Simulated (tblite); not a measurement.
Distances in Å between the heavy atoms of a computed structure (GFN2-xTB; lower triangle, same order across):
```
C1    0.00
C2    1.52  0.00
C3    2.54  1.53  0.00
C4    3.90  2.55  1.53  0.00
P5    3.13  2.78  1.83  2.74  0.00
C6    3.81  3.43  3.06  3.56  1.80  0.00
```

Hydrogens: 3 on C1, 2 on C2, 1 on C3, 3 on C4, 2 on P5, 3 on C6.

Charge +1, singlet.

(1) Read off the bonds between heavy atoms and their formal orders.

(2) Write the SMILES.

(3) Describe the place of each heavy atom.

## Answers

(1) C1–C2 (single); C2–C3 (single); C3–C4 (single); C3–P5 (single); P5–C6 (single).

(2) `CCC(C)[PH2+]C`, [C5H14P]+. The mark at the stereocentre is left out: distances alone don't tell a structure from its mirror image.

(3) C1: methyl carbon; C2: chain CH2 carbon; C3: sp3 carbon bound to phosphorus; C4: methyl carbon; P5: phosphonium phosphorus; C6: sp3 carbon bound to phosphorus.

The values belong to the conformer `[CH3:1][CH2:2][C@H:3]([CH3:4])[PH2+:5][CH3:6]`: C1–C2–C3–C4 177°, C2–C3–P5–C6 54°.
